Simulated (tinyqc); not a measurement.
Worked calculation: Hueckel theory of the pi electrons with the omega technique, for the molecule N=CCl (SMILES; centres numbered as the heavy atoms are written). One step of it, computed by the program tinyqc.

Question. Orbitals, round 1. Diagonalise; E = alpha + x beta with beta < 0, so the largest x are filled first; degenerate levels share their electrons. P = sum n_i c_ri c_si; each orbital has its largest coefficient positive (the first on a tie).

Hueckel matrix in units of beta (H = alpha + beta A), order 1N, 2C, 3Cl:
```
[[0.500000, 1.000000, 0.000000],
 [1.000000, 0.000000, 0.400000],
 [0.000000, 0.400000, 2.000000]]
```

pi electrons, sum of z_r less the charge = 4

Give: x values; occupations; coefficients; charge and bond-order matrix P.

Answer.

x values: [2.108, 1.209, -0.816]

occupations: [2.000, 2.000, 0.000]

coefficients, order 1N, 2C, 3Cl:
```
[[0.160, 0.783, -0.601],
 [0.257, 0.555, 0.791],
 [0.953, -0.281, -0.112]]
```

charge and bond-order matrix P, order 1N, 2C, 3Cl:
```
[[1.277, 0.951, -0.135],
 [0.951, 0.748, 0.178],
 [-0.135, 0.178, 1.975]]
```
